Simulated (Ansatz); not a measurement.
```yaml
crystal:
  periodic: [false, false, false]
  atoms:
    - {symbol: Ge, position_ang: [-1.782714, -0.638925, -0.004752]}
    - {symbol: Ga, position_ang: [0.667743, -0.350164, -0.001702]}
    - {symbol: S, position_ang: [2.811184, -0.000822, 0.000857]}
    - {symbol: H, position_ang: [-1.696213, 0.989911, 0.005597]}
basis:
  gaussian: {orbitals: def2-TZVP}
magnetization: {spin_polarized: true, initial_magnetization: 2}
hamiltonian: {xc: pbe0}
relax: {f_tol: 0.004, max_steps: 80}
```

```sh
$ ansatz run in.yaml --threads 1 --pin off --events-out ev --progress --plain --max-ram 2176MiB
```

Steps of the relaxation (energy above the last step; positions in Å, forces in eV/Å):

```
4
step 1, 503.2 meV
Ge   -1.783   -0.639   -0.005    0.754    0.559    0.004
Ga    0.668   -0.350   -0.002   -0.488   -0.210   -0.002
S     2.811   -0.001    0.001   -0.077    0.010    0.000
H    -1.696    0.990    0.006   -0.189   -0.360   -0.002
```

```
4
step 2, 407.2 meV
Ge   -1.697   -0.597   -0.004    0.248    0.623    0.004
Ga    0.681   -0.406   -0.002    1.366    0.097    0.001
S     2.813   -0.007    0.001   -1.341   -0.276   -0.002
H    -1.797    1.010    0.006   -0.272   -0.444   -0.003
```

```
4
step 3, 279.5 meV
Ge   -1.537   -0.507   -0.004   -1.308    0.751    0.004
Ga    0.728   -0.497   -0.003    3.071    0.510    0.004
S     2.802   -0.029    0.001   -1.776   -0.527   -0.004
H    -1.992    1.032    0.006    0.013   -0.734   -0.005
```

```
4
step 7, 1.4 meV
Ge   -1.465   -0.364   -0.003   -0.035   -0.086   -0.001
Ga    0.896   -0.270   -0.001    0.031    0.064    0.000
S     2.919   -0.267   -0.001    0.011   -0.026    0.000
H    -2.350    0.901    0.005   -0.007    0.048    0.000
```

```
4
step 9, 0.0 meV
Ge   -1.467   -0.370   -0.003    0.002    0.001    0.000
Ga    0.899   -0.244   -0.001   -0.002    0.001    0.000
S     2.922   -0.283   -0.001   -0.001   -0.001    0.000
H    -2.355    0.897    0.005    0.001   -0.001    0.000
```

Close pairs at the end: Ge1–H4 1.547 Å, Ga2–S3 2.023 Å, Ge1–Ga2 2.369 Å.

A stationary point of unrestricted PBE0 after 9 steps, with ⟨S²⟩ = 2.009 against 2.00 for a pure state; no frequencies were run, so it isn't proven a minimum. 2.7 min on 1 thread of Arm Neoverse V1, shared host.
